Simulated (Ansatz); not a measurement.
# HO–N–Si, singlet: vertical spin and charge gaps

Geometry (PBE0/def2-TZVP stationary point for this spin, not checked as a minimum):

```xyz
4

O     0.0000   -0.2872    0.9608
N     0.0000   -0.1547   -0.3644
Si    0.0000   -0.1669   -1.9186
H     0.0000    0.6087    1.3221
```

Basis cc-pVDZ; Ansatz 0.2.0. Correlated methods freeze the noble-gas cores. Prefix R: restricted or restricted open-shell reference; prefix U: unrestricted.

Gaps are energies of the second state less the first, at fixed atoms, for a selection of the levels run; each method lands on the state that its own search finds for that charge and spin.

A value is left out where its run failed or describes another state than the reference as far as symmetry and spin tell, or, spin-broken singlets apart, can't be checked.

Removing an electron, to the doublet: 8.947 eV at RCCSDT(Q).

| level | gap (eV) | error (meV) |
| --- | --- | --- |
| UHF | 7.920 | -1027 |
| RMP2 | 9.250 | 303 |
| RCCSD(T) | 8.936 | -11 |
| BCCD(T) | 8.936 | -11 |
| RCCSDT | 8.923 | -24 |
| PBE | 8.978 | 31 |
| r2SCAN | 9.072 | 125 |
| PBE0 | 9.013 | 66 |
| wB97M-V | 8.890 | -57 |
| RPA-PBE | 8.869 | -78 |

In so small a basis the reference is far from its limit while semilocal and hybrid functionals are nearer theirs (RPA and double hybrids share much of the reference's basis error), so the functionals' errors here hold much of the reference's basis and frozen-core error, which can add to them or hide them.

Full CI isn't at hand for all of this; RCCSDT(Q) serves as the reference, and is uncertain by about the last step of the cluster series. The frozen core follows each run's orbitals, which can shift R against U totals by a few meV.
